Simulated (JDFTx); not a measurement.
Input for a modified build of JDFTx: formaldehyde, CH2O (SMILES C=O), charge 0, multiplicity 1, CANDLE, water, 2 M NaF; lengths in bohr, energies in hartree. The run starts from orbitals saved by an earlier run of the same system.

```
lattice \
  17.9523981839 0.0000000000 0.0000000000 \
  0.0000000000 17.9523981839 0.0000000000 \
  0.0000000000 0.0000000000 14.6453774658
coords-type Cartesian
ion C 0.5613655408 0.0003205788 0.0004948595 0
ion O -1.6914253491 0.0007342060 -0.0004948595 0
ion H 1.6904803667 -1.7520917193 -0.0004941433 0
ion H 1.6914253491 1.7520917193 -0.0004941753 0
ion-species pseudo/c_pbe_v1.2.upf
ion-species pseudo/o_pbe_v1.2.upf
ion-species pseudo/h_pbe_v1.4.upf
elec-cutoff 20 100
elec-ex-corr gga-PBE
symmetries none
elec-n-bands 9
converge-empty-states yes
electronic-scf nIterations 100 energyDiffThreshold 1e-8
fluid LinearPCM
pcm-variant CANDLE
fluid-solvent H2O
fluid-cation Na+ 2
fluid-anion F- 2
fluid-minimize nIterations 400 knormThreshold 1e-11
wavefunction read s0.wfns
dump-name s1.$VAR
dump End State Ecomponents EigStats BandEigs Forces ElecDensity IonicPositions FluidDebug
```

The log closes as follows.

```
[...]
SCF: Cycle: 13   Etot: -22.938465449716709   dEtot: -4.346e-09   |Residual|: 3.305e-05   |deigs|: 5.857e-05
SCF: Cycle: 14   Etot: -22.938465452442191   dEtot: -2.725e-09   |Residual|: 2.301e-05   |deigs|: 1.391e-05
SCF: Converged (|Delta E|<1.000000e-08 for 2 iters).
Converging empty states (this may take a while): |deigs|: 7.563e-05

# Ionic positions in cartesian coordinates:
ion C   0.561365540800000   0.000320578800000   0.000494859500000 0
ion O  -1.691425349100000   0.000734206000000  -0.000494859500000 0
ion H   1.690480366700000  -1.752091719300000  -0.000494143300000 0
ion H   1.691425349100000   1.752091719300000  -0.000494175300000 0

# Forces in Cartesian coordinates:
force C   0.039555564248106  -0.000034155111315  -0.000145853553129 0
force O  -0.043997157193364   0.000023600318280   0.000035234813088 0
force H   0.002289048406971  -0.008132740201922   0.000052365590202 0
force H   0.002283644557577   0.008144616188201   0.000056041767084 0

# Energy components:
   A_diel =       -0.0081322871215657
   Eewald =        6.0238861052608437
       EH =       24.8693821515198330
     Eloc =      -62.4406056702273773
      Enl =        3.0595453115503499
      Exc =       -6.1210932224664454
 Exc_core =        0.0987250381820780
       KE =       11.5798271208600845
-------------------------------------
     Etot =      -22.9384654524421912


	eMin: -0.986015 at state 0 ( [ +0.000000 +0.000000 +0.000000 ] spin 0 )
	HOMO: -0.225075 at state 0 ( [ +0.000000 +0.000000 +0.000000 ] spin 0 )
	LUMO: -0.083312 at state 0 ( [ +0.000000 +0.000000 +0.000000 ] spin 0 )
	HOMO-LUMO gap: +0.141763
```

The run took 15 electronic cycles (a count that differs between repeats, as do the digits past 10⁻⁶ Ha); the highest occupied level lies at -6.12 eV from the bulk liquid; the total lies -0.15 eV from the vacuum run at this geometry.
